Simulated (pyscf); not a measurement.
Addition across a multiple bond or ene-type step: :Ge=Se (SMILES [Ge]=[Se]) [singlet] + HCl (SMILES Cl) → Cl–Ge:–SeH (SMILES [Cl][Ge][SeH]) [singlet]

Gas phase, singlet surface, charge 0. Bonds broken: Cl3–H4. Bonds formed: Ge1–Cl3, Se2–H4. Structures and frequencies: ωB97X-D3(BJ)/def2-SVP in PySCF. MP2 and CC: frozen core, UHF for open shells. ΔMP2 is the change of the MP2 total energy from the triple- to the quadruple-zeta basis.

Transition state (Å):

```xyz
4

Ge     1.3724     1.5509    -0.0588
Se     0.6120     0.5189    -1.8689
Cl    -0.1843    -0.0449     1.1938
H     -0.1359    -0.1470    -0.3013
```

One imaginary mode, 937i cm⁻¹; descent along it reached the two sides named, in the forms told below.

```json
[
 {"bond": "Cl3–H4", "change": "breaks", "reactant side (Å)": "1.290", "saddle": "1.499", "product side": "2.9"},
 {"bond": "Ge1–Cl3", "change": "forms", "reactant side (Å)": "3.2", "saddle": "2.557", "product side": "2.194"},
 {"bond": "Se2–H4", "change": "forms", "reactant side (Å)": "2.9", "saddle": "1.860", "product side": "1.466"}
]
```

Electronic energies relative to the separated reactants (kJ/mol):

```tsv
level	barrier	reaction energy	reverse barrier
ωB97X-D3(BJ)/def2-TZVP	14.4	-115.6	130.1
PBE/def2-TZVP	-0.5	-95.1	94.6
r²SCAN/def2-TZVP	7.0	-99.9	106.9
B3LYP-D3(BJ)/def2-TZVP	16.6	-96.4	113.0
PBE0-D3(BJ)/def2-TZVP	5.6	-104.2	109.8
M06-2X/def2-TZVP	20.1	-99.4	119.5
ωB97M-D3(BJ)/def2-TZVP	28.3	-94.5	122.8
HF/def2-TZVP	90.9	-79.0	169.9
MP2/def2-QZVPP	26.6	-79.2	105.8
CCSD/def2-TZVPP	51.2	-78.8	130.1
CCSD(T)/def2-TZVPP	41.8	-75.8	117.6
CCSD(T)/def2-TZVPP + ΔMP2(QZVPP)	37.8	-77.7	115.5
```

With CCSD(T)/def2-TZVPP + ΔMP2(QZVPP) energies and thermal terms (ideal gas, 1 atm, RRHO with modes under 100 cm⁻¹ raised to 100, one conformer, R ln 2 for chiral ones without a mode under 150 cm⁻¹), in kJ/mol:

```csv
T (K),ΔH‡,ΔG‡,ΔH,ΔG
298,28.7,65.4,-75.8,-41.7
600,28.5,102.8,-74.6,-7.5
900,29.5,139.8,-72.3,+25.5
1200,30.7,176.3,-69.7,+57.8
```

On the reactant side the descent ends in a complex, 18.6 kJ/mol under the separated species and 33.0 kJ/mol under the saddle at ωB97X-D3(BJ)/def2-TZVP. On the product side the descent ends in a point that may be a rotor saddle (no frequency run), 5.9 kJ/mol over the lowest minimum found and 124.2 kJ/mol under the saddle at ωB97X-D3(BJ)/def2-TZVP. At PBE the saddle lies under the separated reactants, which points to a path from their complex (located at ωB97X-D3(BJ) alone). This is the saddle that the search found; another between the same sides may lie lower. The CCSD(T) − MP2 part came from Ansatz, without density fitting, on the same reference. The frozen core leaves the outer d or s,p core shells of the metals and heavy elements correlated in the MP2 and CC values, and def2-TZVPP describes them poorly, which can shift differences by a few kcal/mol. Elements up to Kr have no core potential and no relativistic terms here.
